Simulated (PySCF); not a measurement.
Functional benchmark on one molecule

Molecule: `C(F)#CF`, C2F2.

Bonds (- single, = double, # triple, : aromatic): F1-C2 1.279 Å, C2#C3 1.196 Å, C3-F4 1.279 Å.

Geometry PBE0-D3(BJ)/def2-SVP throughout; GIAO in PySCF 2.14, gas phase, one conformer, non-relativistic; equivalent atoms averaged; basis pcSseg-2.

Reference values (HF/qz2p; gas (isolated, no vibration); M. E. Harding, PhD thesis, Mainz 2008 (Harding, Lenhart, Auer, Gauss, JCP 2008, 128, 244111)): σ(F1/F4) = 479.4 ppm.

Q: How do the functionals HF, LDA, PBE, BLYP, BP86, OPBE, KT2, KT3, B97-D, B3LYP, PBE0, mPW1PW91, WP04, B97-2, BHandHLYP, CAM-B3LYP, wB97X-D, LC-wPBE perform against the reference? Times are CPU seconds on shared hosts with different chips, so compare them loosely.

A: 
```tsv
functional	kind	F1/F4	abs. error F	core-s
HF	Hartree–Fock	483.1	3.7	1.6
LDA	LDA	458.5	20.9	3.8
PBE	GGA	454.7	24.7	4.3
BLYP	GGA	456.2	23.2	4.4
BP86	GGA	455.5	23.9	4.6
OPBE	GGA	450.8	28.6	4.7
KT2	GGA	460.3	19.1	5.3
KT3	GGA	456.1	23.3	4.2
B97-D	GGA	456.0	23.4	4.4
B3LYP	global hybrid	461.6	17.8	3.5
PBE0	global hybrid	461.1	18.3	3.3
mPW1PW91	global hybrid	460.2	19.2	3.5
WP04	global hybrid	449.1	30.3	4.6
B97-2	global hybrid	459.7	19.7	4.1
BHandHLYP	global hybrid	470.1	9.3	4.4
CAM-B3LYP	range-separated hybrid	467.7	11.7	5.7
wB97X-D	range-separated hybrid	462.5	16.9	4.5
LC-wPBE	range-separated hybrid	466.3	13.1	6.9
```

For 19F the closest is HF (3.7 ppm) and the furthest WP04 (30.3 ppm). One molecule is a small sample, and the reference may use another geometry.
